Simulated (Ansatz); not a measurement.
(H2Al-mu-H)3 (Al₃H₉). Total charge 0; singlet. Geometry r2SCAN-D4/def2-SVP; atoms count from 1.

Cartesian coordinates in Å:
```
Al -0.483 -1.142 -0.805
H -1.000 -2.353 -1.659
H -1.140 0.473 -1.197
H 0.931 -0.245 -1.430
Al 0.368 1.269 -0.664
H 1.469 0.662 0.605
H 0.755 2.617 -1.368
H -0.603 1.381 0.835
Al 0.115 -0.127 1.469
H 0.244 -0.263 3.027
H -1.365 -0.777 0.709
H 0.708 -1.494 0.479
```

Question: Estimate the Mulliken populations from the PBE0/def2-TZVP orbitals of Ansatz.

Answer: 
| atom | charge (e) |
| --- | --- |
| Al1 | 0.21 |
| H2 | -0.08 |
| H3 | -0.06 |
| H4 | -0.06 |
| Al5 | 0.21 |
| H6 | -0.06 |
| H7 | -0.08 |
| H8 | -0.06 |
| Al9 | 0.21 |
| H10 | -0.08 |
| H11 | -0.06 |
| H12 | -0.06 |
Mulliken values depend strongly on the basis.

Question: And the Mayer bond orders between heavy atoms (over 0.3)?

Answer: Al1–Al5 0.39 (2.56 Å); Al1–Al9 0.39 (2.56 Å); Al5–Al9 0.39 (2.56 Å).
